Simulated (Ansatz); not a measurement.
# Scan of [Br···H···GeH3], doublet

Starting geometry:

| atom | x (Å) | y (Å) | z (Å) |
| --- | --- | --- | --- |
| Br | -1.8661 | 0.0000 | 0.0000 |
| H | -0.4455 | 0.0000 | 0.0000 |
| Ge | 1.9579 | 0.0000 | 0.0000 |
| H | 2.4266 | -1.4659 | 0.0000 |
| H | 2.4266 | 0.7330 | -1.2695 |
| H | 2.4266 | 0.7330 | 1.2695 |

From there H2 is moved from one fragment to the other while all else, the fragments' distance too, stays fixed, so the hump isn't the reaction's barrier; atoms are numbered as listed. Energies are in kJ/mol, counted from the starting geometry at the same level. Kohn–Sham curves are unrestricted where that lies lower.

Basis cc-pVDZ; Ansatz 0.2.0. Correlated methods freeze the noble-gas cores and the filled d shells of p-block atoms. Prefix R: restricted or restricted open-shell reference; prefix U: unrestricted. No spin–orbit coupling is included, and no scalar relativity.

In so small a basis the reference is far from its limit while semilocal and hybrid functionals are nearer theirs (RPA and double hybrids share much of the reference's basis error), so the functionals' errors here hold much of the reference's basis and frozen-core error, which can add to them or hide them.

Full CI isn't at hand for all of this; UCCSDT(Q) serves as the reference, and is uncertain by about the last step of the cluster series.

```
distance Br1-H2 (Å)  UCCSDT(Q)  SPW92   PBE  r2SCAN  PBE0  B3LYP  wB97M-V  B2PLYP  RPA-PBE
              1.421        0.0    0.0   0.0     0.0   0.0    0.0      0.0     0.0      0.0
              1.545        6.9   -5.6  -3.9    -0.2   1.3   -0.5      4.6     3.4      4.8
              1.795       38.7   10.4  13.2    23.2  25.4   19.2     35.2    29.9     30.2
              2.044       24.5   11.9  11.2    20.3  19.3   10.6     23.8    18.8     13.2
              2.294        3.8   19.1  13.5    15.7  12.5    3.8      6.9     4.9     -7.2
```

Judged by the spread of the error over the points with a reference (largest less smallest), which of these follows UCCSDT(Q) best and which worst?

Subtracting the UCCSDT(Q) column from each: best wB97M-V (errors from -3.5 to 3.1, spread 6.6 kJ/mol), worst SPW92 (from -28.3 to 15.3, spread 43.6 kJ/mol). Functionals and wave-function methods converge differently with the basis, so part of this is basis effect.
